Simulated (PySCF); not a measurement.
**Towards the basis-set limit for O₂+**

One table from this session's results is given with a row withheld; the runs are named, their logs left out.

Method: CCSD(T) on ROHF, no relativity in the base curves; scalar relativity is added as a correction; program: PySCF 2.14.0.

2 further runs of the same task are left out: 2 set aside as unsound or not needed.

Set-up of the first run:

| Property | Result |
| --- | --- |
| molecule | O₂+ |
| state | doublet, unpaired electrons π ↑ |
| smaller basis | O cc-pVTZ |
| larger basis | O cc-pVQZ |
| frozen core orbitals | 2 |
| extrapolation | correlation as n⁻³ (n = 3, 4), Hartree–Fock as (n+1)·exp(−9√n) |
| corrections | core–valence correlation, scalar relativity |
| distances (Å) | 0.9713, 1.0155, 1.0596, 1.1038, 1.1479, 1.2031, 1.2583 |
| masses (u) | 15.9949, 15.9949 |
| dissociation limit | O+ + O |

Started as:

```
$ OMP_NUM_THREADS=4 python comp.py task.json out
```

One table of the session follows, with a row left open; its other results are not shown here.

Parts of the energy along the bond, in eV from O+ + O:

| R (Å) | HF/CBS | CCSD corr. | (T) | core–valence | relativity |
| --- | --- | --- | --- | --- | --- |
| 0.9713 | -0.664 | -3.999 | -0.3136 | -0.0434 | 0.0062 |
| 1.0155 | ? | ? | ? | ? | ? |
| 1.0596 | -1.543 | -4.545 | -0.4205 | -0.0224 | 0.0085 |
| 1.1038 | -1.375 | -4.843 | -0.4825 | -0.0140 | 0.0085 |
| 1.1479 | -0.948 | -5.154 | -0.5499 | -0.0069 | 0.0079 |
| 1.2031 | -0.166 | -5.557 | -0.6417 | 0.0005 | 0.0069 |
| 1.2583 | 0.793 | -5.973 | -0.7411 | 0.0065 | 0.0056 |

Estimate the missing values for R (Å) = 1.0155.

Worked estimate for «HF/CBS». A straight line through the neighbours (0.9713, -0.664) and (1.0596, -1.543) gives -0.664 + (-1.543 + 0.664) × (1.0155 − 0.9713) / (1.0596 − 0.9713) = -1.104; a parabola fitted to 3 rows on both sides gives -1.306.

**Answer.** HF/CBS: -1.352; CCSD corr.: -4.264; (T): -0.3643; core–valence: -0.0321; relativity: 0.0079. In «HF/CBS» the line misses by +0.248 and the parabola by +0.046.

Caveats from the session: Spin–orbit coupling and excitations beyond (T) are left out.
